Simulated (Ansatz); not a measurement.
in.yaml

```yaml
crystal:
  periodic: [false, false, false]
  atoms:
    - {symbol: Ge, position_ang: [0.000025, -0.311263, 2.256076]}
    - {symbol: C, position_ang: [-0.000208, -0.218751, 0.477203]}
    - {symbol: P, position_ang: [0.000039, -0.421831, -1.147945]}
    - {symbol: H, position_ang: [0.000144, 0.951846, -1.585334]}
basis:
  gaussian: {orbitals: cc-pVDZ}
magnetization: {spin_polarized: true, initial_magnetization: 0}
correlation: {method: ccsdt_q, electrons: outside_noble_gas}
```

```sh
$ ansatz run in.yaml --threads 2 --pin off --events-out ev --progress --plain --max-ram 24576MiB --backend cuda --devices 0, --max-vram 18GiB
```

**Question.** Roughly how long does this take on 2 threads of AMD EPYC 7R13 with a shared H100 80 GB, shared host, and how much host memory?

**Answer.** 40 s wall and 0.86 GiB.

```
1235 factors; integrals over basis functions are off by at most 1.8e-7 eV
mean field evaluation 1: about -66786.0048 eV, gradient 1.8e1 eV
mean field evaluation 2: about -66786.0099 eV, gradient 1.8e1 eV
mean field evaluation 4: about -66788.0464 eV, gradient 2.0e0 eV
mean field evaluation 8: about -66788.0991 eV, gradient 1.7e-3 eV
mean field evaluation 16: about -66788.3570 eV, gradient 1.3e0 eV
mean field evaluation 32: about -66783.9019 eV, gradient 1.6e1 eV
mean field evaluation 64: about -66788.0991 eV, gradient 9.8e-6 eV
mean field evaluation 96: about -66788.3962 eV, gradient 9.0e-2 eV
mean field evaluation 128: about -66788.3964 eV, gradient 1.4e-1 eV
mean field evaluation 160: about -66788.2515 eV, gradient 7.3e-2 eV
...
cycle  14  -9.88403626 eV  change   -1.5e-4 eV  update   7.9e-5
cycle  15  -9.88407657 eV  change   -4.0e-5 eV  update   4.0e-5
cycle  16  -9.88408371 eV  change   -7.1e-6 eV  update   2.5e-5
cycle  17  -9.88410115 eV  change   -1.7e-5 eV  update   1.3e-5
cycle  18  -9.88409603 eV  change    5.1e-6 eV  update   7.2e-6
cycle  19  -9.88409221 eV  change    3.8e-6 eV  update   4.1e-6
cycle  20  -9.88409182 eV  change    3.9e-7 eV  update   2.6e-6
cycle  21  -9.88408812 eV  change    3.7e-6 eV  update   1.5e-6
cycle  22  -9.88408634 eV  change    1.8e-6 eV  update   8.4e-7
cycle  23  -9.88408580 eV  change    5.4e-7 eV  update   4.7e-7
perturbative correction -0.06389999 eV, -0.0023482813 hartree
Total energy: -66798.16197655 eV, -2454.7871752178 hartree
```
